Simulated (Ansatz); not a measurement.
# CH5B2 with multiplicity 2: rotation by 180° about the B1–C2 bond

How high is the barrier for the rotation by 180° about the B1–C2 bond? Relax the two ends, then run a nudged elastic band between them. SMILES of the start: B[CH]B.

Program: Ansatz 0.2.0. Level of theory: UKS B3LYP-D4/def2-SVP. These are calculated values, not measurements.

## Step 1: The structure to begin with

Bond lengths: B1–C2 1.506 Å, C2–B3 1.506 Å, B1–H4 1.172 Å, B1–H5 1.174 Å, C2–H6 1.088 Å, B3–H7 1.174 Å, B3–H8 1.172 Å. Angles: B1–C2–B3 125.6°, B1–C2–H6 117.0°, B3–C2–H6 117.0°, C2–B1–H4 120.4°, C2–B1–H5 121.1°, H4–B1–H5 118.5°, C2–B3–H7 121.1°, C2–B3–H8 120.4°, H7–B3–H8 118.5°.

Coordinates:

```xyz
8

B    -0.8620    0.7790   -0.6879
C     0.1215    0.3490    0.3692
B     0.7491   -1.0159    0.4795
H    -1.7537    0.0800   -0.9888
H    -0.7469    1.8091   -1.2397
H     0.4958    1.1204    1.0384
H     1.9005   -1.1402    0.6729
H     0.0957   -1.9814    0.3564
```

## Step 2: Relaxing end A

Contents of input.yaml:

```yaml
crystal:
  periodic: [false, false, false]
  atoms:
    - { symbol: B, position_ang: [-0.86196, 0.77901, -0.68787] }
    - { symbol: C, position_ang: [0.12145, 0.34897, 0.3692] }
    - { symbol: B, position_ang: [0.74913, -1.01588, 0.47949] }
    - { symbol: H, position_ang: [-1.75372, 0.08, -0.98882] }
    - { symbol: H, position_ang: [-0.74692, 1.80914, -1.23973] }
    - { symbol: H, position_ang: [0.4958, 1.12043, 1.03838] }
    - { symbol: H, position_ang: [1.90055, -1.14025, 0.67289] }
    - { symbol: H, position_ang: [0.09566, -1.98141, 0.35645] }
magnetization:
  spin_polarized: true
  initial_magnetization: 1
basis:
  gaussian: { orbitals: def2-SVP }
hamiltonian:
  xc: b3lyp
  dispersion: d4
relax:
  f_tol: 0.015
  max_steps: 40
output:
  orbitals: {}
```

The run is started by

```sh
$ ansatz run input.yaml --threads 1 --pin off --max-ram 2048MiB --backend cpu --events-out ev --progress --plain --runs-dir out
```

Standard output, cut to the lines that bear on the results:

```text
Warning: RAYON_NUM_THREADS=1 ignored (pool sized by the plan → 1); use --threads N
[...]
Functional definition: B3LYP
[...]
768 factors; integrals over basis functions are off by at most 3.9e-4 eV
[...]
mean field -2466.95880213 eV, -90.6590638134 hartree, gradient 5.9e-5 eV, S^2 0.754113; 0 other end points of the search recorded, 0 dependent functions left out
[...]
reference -2466.95903644 eV, -90.6590724244 hartree; 11, 10 occupied and 56, 57 virtual orbitals, 768 factors
relax step   1: F+E_penalty+E_count = -2467.11816724 eV  Δ(F+E_penalty+E_count) = +0.000e0 eV  max|allowed force component| = 8.893e-1 eV/Å  Δτ_max = 0.0000 Å  (26 SCF iters, accepted)
[...]
relax step   6: F+E_penalty+E_count = -2467.20347008 eV  Δ(F+E_penalty+E_count) = -1.799e-4 eV  max|allowed force component| = 4.193e-2 eV/Å  Δτ_max = 0.0119 Å  (25 SCF iters, accepted)
[...]
relax step   7: F+E_penalty+E_count = -2467.20365713 eV  Δ(F+E_penalty+E_count) = -1.870e-4 eV  max|allowed force component| = 1.287e-2 eV/Å  Δτ_max = 0.0058 Å  (25 SCF iters, accepted)
768 factors; integrals over basis functions are off by at most 4.8e-4 eV
[...]
mean field -2467.04477598 eV, -90.6622232943 hartree, gradient 2.6e-5 eV, S^2 0.754220; 1 other end points of the search recorded, 0 dependent functions left out
[...]
reference -2467.04501430 eV, -90.6622320522 hartree; 11, 10 occupied and 56, 57 virtual orbitals, 768 factors
Total energy: -2467.20389545 eV, -90.6680708268 hartree
Atom 0 at    -0.859252     0.778248    -0.687224 Å, force    -0.006394    -0.006675    -0.006001 eV/Å
Atom 1 at     0.109928     0.367025     0.412813 Å, force     0.006561     0.012867     0.010420 eV/Å
Atom 2 at     0.749052    -1.013404     0.477633 Å, force    -0.003661    -0.009597    -0.004545 eV/Å
Atom 3 at    -1.784480     0.058983    -0.987669 Å, force     0.001113    -0.002872     0.000725 eV/Å
Atom 4 at    -0.706295     1.811794    -1.296826 Å, force    -0.002224     0.006044    -0.004738 eV/Å
Atom 5 at     0.476972     1.145294     1.102994 Å, force     0.000484     0.003011     0.004103 eV/Å
Atom 6 at     1.943628    -1.140066     0.619876 Å, force     0.006395    -0.003763     0.002089 eV/Å
Atom 7 at     0.070437    -2.007866     0.358392 Å, force    -0.002274     0.000986    -0.002053 eV/Å
Dipole moment:     0.042143     0.115355     0.120322 e Å
```

It took 19 s on 1 thread of Arm Neoverse V2, shared host; peak memory 0.14 GiB.

Relaxation path:

```tsv
step	energy from step 1 (eV)	largest force component (eV/Å)
1	0.0000	0.8893
2	-0.0765	0.2421
3	-0.0794	0.2850
4	-0.0846	0.1179
5	-0.0851	0.0620
6	-0.0853	0.0419
7	-0.0855	0.0129
```

Step 1 is the start.

After: Bond lengths: B1–C2 1.523 Å, C2–B3 1.523 Å, B1–H4 1.210 Å, B1–H5 1.210 Å, C2–H6 1.103 Å, B3–H7 1.210 Å, B3–H8 1.210 Å. Angles: B1–C2–B3 122.9°, B1–C2–H6 118.2°, B3–C2–H6 118.3°, C2–B1–H4 120.4°, C2–B1–H5 121.0°, H4–B1–H5 118.7°, C2–B3–H7 121.0°, C2–B3–H8 120.4°, H7–B3–H8 118.6°.

## Step 3: Relaxing end B

The second end starts from a geometry with the move made by hand.

Contents of input.yaml:

```yaml
crystal:
  periodic: [false, false, false]
  atoms:
    - { symbol: B, position_ang: [-0.86196, 0.77901, -0.68787] }
    - { symbol: C, position_ang: [0.12145, 0.34897, 0.3692] }
    - { symbol: B, position_ang: [0.63845, 1.21326, 1.48933] }
    - { symbol: H, position_ang: [-1.75372, 0.08, -0.98882] }
    - { symbol: H, position_ang: [-0.74692, 1.80914, -1.23973] }
    - { symbol: H, position_ang: [0.39168, -0.70436, 0.39288] }
    - { symbol: H, position_ang: [0.69189, 0.81075, 2.59104] }
    - { symbol: H, position_ang: [0.98211, 2.31427, 1.27935] }
magnetization:
  spin_polarized: true
  initial_magnetization: 1
basis:
  gaussian: { orbitals: def2-SVP }
hamiltonian:
  xc: b3lyp
  dispersion: d4
relax:
  f_tol: 0.015
  max_steps: 40
output:
  orbitals: {}
```

The run is started by

```sh
$ ansatz run input.yaml --threads 1 --pin off --max-ram 2048MiB --backend cpu --events-out ev --progress --plain --runs-dir out
```

Standard output, cut to the lines that bear on the results:

```text
Warning: RAYON_NUM_THREADS=1 ignored (pool sized by the plan → 1); use --threads N
[...]
Functional definition: B3LYP
[...]
768 factors; integrals over basis functions are off by at most 3.4e-4 eV
[...]
mean field -2466.95751038 eV, -90.6590163427 hartree, gradient 2.7e-5 eV, S^2 0.754107; 0 other end points of the search recorded, 0 dependent functions left out
[...]
reference -2466.95774465 eV, -90.6590249520 hartree; 11, 10 occupied and 56, 57 virtual orbitals, 768 factors
relax step   1: F+E_penalty+E_count = -2467.11682454 eV  Δ(F+E_penalty+E_count) = +0.000e0 eV  max|allowed force component| = 8.916e-1 eV/Å  Δτ_max = 0.0000 Å  (26 SCF iters, accepted)
[...]
relax step   6: F+E_penalty+E_count = -2467.20342651 eV  Δ(F+E_penalty+E_count) = -5.300e-3 eV  max|allowed force component| = 3.297e-2 eV/Å  Δτ_max = 0.0645 Å  (29 SCF iters, accepted)
[...]
reference -2467.04499511 eV, -90.6622313471 hartree; 11, 10 occupied and 56, 57 virtual orbitals, 768 factors
Total energy: -2467.20388671 eV, -90.6680705056 hartree
Atom 0 at    -0.857566     0.772701    -0.688929 Å, force    -0.005707    -0.011880    -0.001967 eV/Å
Atom 1 at     0.159432     0.317525     0.349647 Å, force     0.001905    -0.012561    -0.003788 eV/Å
Atom 2 at     0.635614     1.213203     1.485420 Å, force    -0.006951    -0.002971     0.012765 eV/Å
Atom 3 at    -1.820518     0.089688    -0.955355 Å, force     0.001122     0.011559    -0.002146 eV/Å
Atom 4 at    -0.730201     1.840059    -1.244030 Å, force     0.000988    -0.000119     0.003034 eV/Å
Atom 5 at     0.447427    -0.747444     0.367120 Å, force     0.003182     0.007927    -0.003134 eV/Å
Atom 6 at     0.635118     0.818313     2.629437 Å, force     0.004225     0.008978    -0.002945 eV/Å
Atom 7 at     0.993674     2.346995     1.262070 Å, force     0.001237    -0.000934    -0.001817 eV/Å
Dipole moment:     0.061626    -0.159996    -0.008767 e Å
```

It took 20 s on 1 thread of Arm Neoverse V2, shared host; peak memory 0.22 GiB.

The steps of the relaxation:

```tsv
step	energy from step 1 (eV)	largest force component (eV/Å)
1	0.0000	0.8916
2	-0.0745	0.2819
3	-0.0776	0.2327
4	-0.0813	0.0599
5x	-0.0752	0.1572
6	-0.0866	0.0330
7	-0.0868	0.0128
```

Step 1 is the start. 1 step was tried and not accepted (marked x).

After: Bond lengths: B1–C2 1.523 Å, C2–B3 1.523 Å, B1–H4 1.210 Å, B1–H5 1.210 Å, C2–H6 1.103 Å, B3–H7 1.210 Å, B3–H8 1.210 Å. Angles: B1–C2–B3 122.8°, B1–C2–H6 118.3°, B3–C2–H6 118.3°, C2–B1–H4 120.8°, C2–B1–H5 120.4°, H4–B1–H5 118.7°, C2–B3–H7 120.9°, C2–B3–H8 120.4°, H7–B3–H8 118.7°.

(Part 1 of 2 ends here.)
